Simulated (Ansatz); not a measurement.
# Si2H6 (disilane) at PBE-QIDH/aug-cc-pVDZ

Aim: the energy change on altering one bond length of Si2H6 (disilane) at PBE-QIDH/aug-cc-pVDZ, from 2 runs. 

Program for the calculation: Ansatz 0.2.0.

35 further runs of the same task are left out: 7 that didn't finish, 28 set aside as unsound or not needed. Runs told in other sessions of the task aren't counted.

## 1. The system as given

The species is Si2H6 (8 atoms), meant as a singlet with charge 0. As SMILES, `[SiH3][SiH3]`. Geometry: relaxed at PBE0-D4/def2-TZVP.

Bond lengths: Si1–Si2 2.338 Å, Si1–H3 1.488 Å, Si1–H4 1.488 Å, Si1–H5 1.488 Å, Si2–H6 1.488 Å, Si2–H7 1.488 Å, Si2–H8 1.488 Å. Some angles: Si1–Si2–H6 110.3°, Si1–Si2–H7 110.3°, Si1–Si2–H8 110.3°, Si2–Si1–H3 110.3°, Si2–Si1–H4 110.3°, Si2–Si1–H5 110.3°, H6–Si2–H7 108.7°, H6–Si2–H8 108.7°, H7–Si2–H8 108.7°, H3–Si1–H4 108.7°.

## 2. A single-point energy at PBE-QIDH/aug-cc-pVDZ

Contents of molecule.yaml:

```yaml
crystal:
  periodic: [false, false, false]
  atoms:
    - {symbol: Si, position_ang: [-0.340500, 0.490200, -1.004900]}
    - {symbol: Si, position_ang: [0.363500, -0.504400, 0.991000]}
    - {symbol: H, position_ang: [0.833900, 0.948200, -1.794900]}
    - {symbol: H, position_ang: [-1.112900, -0.483900, -1.821900]}
    - {symbol: H, position_ang: [-1.208000, 1.664100, -0.717900]}
    - {symbol: H, position_ang: [1.139000, 0.468600, 1.806300]}
    - {symbol: H, position_ang: [1.228100, -1.680500, 0.704000]}
    - {symbol: H, position_ang: [-0.811000, -0.959200, 1.782600]}
basis:
  gaussian:
    orbitals: aug-cc-pVDZ
total_charge: 0
hamiltonian:
  xc: {name: PBE-QIDH}
correlation:
  frozen_orbitals: {H: 0, Si: 5}
accuracy: high
output: {orbitals: {seedname: orbitals}}
```

Run with:

```console
ansatz run molecule.yaml --threads 1 --pin off --max-ram 3480MiB --events-out events.jsonl --progress --plain --runs-dir runs
```

The program printed:

```text
Warning: RAYON_NUM_THREADS=1 ignored (pool sized by the plan → 1); use --threads N
Functional definition: PBE-QIDH
  name "PBE-QIDH"
  parameter a = 3^(-1/3)
  parameter c = 1/3
  exchange = (1 - a)*pbe_x + a*exact_x
  correlation = (1 - c)*pbe_c + c*(mp2_os + mp2_ss)
2209 factors; integrals over basis functions are off by at most 3.3e-9 eV
mean field evaluation 1: about -15837.7560 eV, gradient 9.0e0 eV
mean field evaluation 2: about -15837.7586 eV, gradient 9.0e0 eV
mean field evaluation 4: about -15838.2396 eV, gradient 7.1e-1 eV
mean field evaluation 8: about -15838.2425 eV, gradient 2.2e-3 eV
mean field evaluation 16: about -15838.2425 eV, gradient 4.7e-8 eV
mean field -15838.24253588 eV, -582.0446776471 hartree, gradient 4.7e-8 eV, S^2 0.000000; 0 other end points of the search recorded, 0 dependent functions left out
10 core orbitals not correlated: weight in the atoms' cores, before any rotation towards them, 1.000 or more for the frozen orbitals, at most 0.000 for the correlated occupied ones
reference -15838.24253803 eV, -582.0446777263 hartree; 7, 7 occupied and 91, 91 virtual orbitals, 2209 factors
second order -7.04035749 eV of doubles, -0.00000000 eV of singles
Total energy: -15840.58932386 eV, -582.1309205149 hartree
```

Wall time 13 s (1 thread of Arm Neoverse V1, shared host); peak memory 0.35 GiB.

## 3. The distorted shape, same level

Contents of molecule.yaml:

```yaml
crystal:
  periodic: [false, false, false]
  atoms:
    - {symbol: Si, position_ang: [-0.080242, 0.138019, -1.091003]}
    - {symbol: Si, position_ang: [0.623758, -0.856581, 0.904897]}
    - {symbol: H, position_ang: [1.094158, 0.596019, -1.881003]}
    - {symbol: H, position_ang: [-0.852642, -0.836081, -1.908003]}
    - {symbol: H, position_ang: [-1.208000, 1.664100, -0.717900]}
    - {symbol: H, position_ang: [1.399258, 0.116419, 1.720197]}
    - {symbol: H, position_ang: [1.488358, -2.032681, 0.617897]}
    - {symbol: H, position_ang: [-0.550742, -1.311381, 1.696497]}
basis:
  gaussian: {orbitals: aug-cc-pVDZ}
hamiltonian: {xc: {name: PBE-QIDH}}
correlation: {frozen_orbitals: {H: 0, Si: 5}}
accuracy: high
output: {orbitals: {seedname: orbitals}}
```

Run with:

```console
ansatz run molecule.yaml --threads 1 --pin off --max-ram 3480MiB --events-out events.jsonl --progress --plain --runs-dir runs
```

The program printed, shortened:

```text
Warning: RAYON_NUM_THREADS=1 ignored (pool sized by the plan → 1); use --threads N
Functional definition: PBE-QIDH
  name "PBE-QIDH"
[...]
2206 factors; integrals over basis functions are off by at most 3.8e-9 eV
[...]
mean field -15837.20022528 eV, -582.0063734392 hartree, gradient 4.7e-8 eV, S^2 0.000000; 0 other end points of the search recorded, 0 dependent functions left out
10 core orbitals not correlated: weight in the atoms' cores, before any rotation towards them, 1.000 or more for the frozen orbitals, at most 0.000 for the correlated occupied ones
reference -15837.20022767 eV, -582.0063735269 hartree; 7, 7 occupied and 91, 91 virtual orbitals, 2206 factors
second order -7.13443710 eV of doubles, -0.00000000 eV of singles
Total energy: -15839.57837337 eV, -582.0937687694 hartree
```

Run time: 14 s. Hardware: 1 thread of Arm Neoverse V1, shared host; peak memory 0.36 GiB.

## 4. Results

Level: PBE-QIDH/aug-cc-pVDZ, 10 core orbitals frozen.

```
                                                          quantity          value
                                         first shape: total energy  -582.13092 Eh
                    first shape: HOMO energy (SCF part's orbitals)      -10.13 eV
                    first shape: LUMO energy (SCF part's orbitals)        0.66 eV
                  first shape: HOMO–LUMO gap (SCF part's orbitals)       10.79 eV
                                     distorted shape: total energy  -582.09377 Eh
                distorted shape: HOMO energy (SCF part's orbitals)      -10.01 eV
                distorted shape: LUMO energy (SCF part's orbitals)        0.43 eV
              distorted shape: HOMO–LUMO gap (SCF part's orbitals)       10.44 eV
energy change with the Si1–H5 bond stretched from 1.488 to 1.934 Å       1.011 eV
```

What this shows: With the Si1–H5 bond stretched from 1.488 to 1.934 Å the energy rises by 1.01 eV (23 kcal/mol). The first shape isn't relaxed at this level, so the change isn't measured from a minimum.
